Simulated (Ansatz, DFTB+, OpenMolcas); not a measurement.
**Strength of the O–C bond: C3H8O → C2H5O + CH3**

Species: C3H8O (methoxyethane) `CCOC`, singlet; C2H5O (ethoxy radical) `CC[O]`, doublet; CH3 (methyl radical) `[CH3]`, doublet. 

Shapes, held fixed at every level: PBE0-D4/def2-TZVP. Flexible molecules stand in one conformer, not always the lowest. Programs: Ansatz 0.2.0, DFTB+ 25.1, OpenMolcas 26.06. The zero-point and thermal change to 298 K, harmonic and unscaled (PBE0-D4/def2-TZVP), is -29.2 kJ/mol.

Problem. Estimate the reaction enthalpy at 298 K.

Solution. From tabulated heats of formation (Active Thermochemical Tables, CRC Handbook of Chemistry and Physics), ΔH(298 K) = +351.4 kJ/mol. Nearest: CCSD(T)/CBS estimate (+2.6); farthest: HF/def2-SVP (-150.4). 2 of 9 levels lie within 10 kJ/mol. Electron pairs are made or broken, so correlation matters. Open shells run unrestricted. The CBS estimate extrapolates MP2 from def2-TZVPP and def2-QZVPP and adds CCSD(T) − MP2 in the triple-zeta set, cores frozen.

| level | kind | ΔH (kJ/mol) | computed − measured |
| --- | --- | --- | --- |
| DFTB2-D4 | semi-empirical | +398.4 | +47.0 |
| HF/def2-SVP | Hartree–Fock | +201.0 | -150.4 |
| PBE-D4/def2-TZVPP | GGA | +337.5 | -13.9 |
| r2SCAN-D4/def2-TZVPP | meta-GGA | +310.3 | -41.1 |
| B3LYP/6-31G* (spherical functions) | global hybrid | +327.4 | -24.0 |
| PBE0-D4/def2-TZVPP | global hybrid | +332.0 | -19.4 |
| CCSD(T)/def2-SVP | coupled cluster or CI | +339.0 | -12.4 |
| CCSD(T)/def2-TZVPP | coupled cluster or CI | +342.4 | -9.0 |
| CCSD(T)/CBS estimate | coupled cluster or CI | +354.1 | +2.6 |
